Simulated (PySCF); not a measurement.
P2: frontier orbitals

revPBE at R = 1.895 Å; P aug-pcseg-1; no relativity (PySCF 2.14). State: ¹Σg⁺ (singlet), closed shell. Only the outer orbitals are listed.

```json
{"orbital": "σg", "occ.": "2", "ε (eV)": "-17.02", "main shells (%)": "88 s, 11 p"}
{"orbital": "σu", "occ.": "2", "ε (eV)": "-11.47", "main shells (%)": "101 s"}
{"orbital": "σg", "occ.": "2", "ε (eV)": "-7.26", "main shells (%)": "82 p, 17 s"}
{"orbital": "πu", "occ.": "2", "ε (eV)": "-7.18", "main shells (%)": "96 p"}
{"orbital": "πu", "occ.": "2", "ε (eV)": "-7.18", "main shells (%)": "96 p"}
{"orbital": "πg", "occ.": "0", "ε (eV)": "-3.43", "main shells (%)": "95 p"}
{"orbital": "πg", "occ.": "0", "ε (eV)": "-3.43", "main shells (%)": "95 p"}
```

Task: Which are the highest filled and the lowest empty level, where do they sit, and how wide is the gap?

Result: Highest filled πu at -7.18 eV (in %: 96 p); lowest empty πg at -3.43 eV (in %: 95 p); the gap at revPBE is 3.75 eV.

The bond order (Mayer) is 2.17 and the ⟨S²⟩ is 0.000.

Shares are Mulliken populations and can fall outside 0 to 100 %.
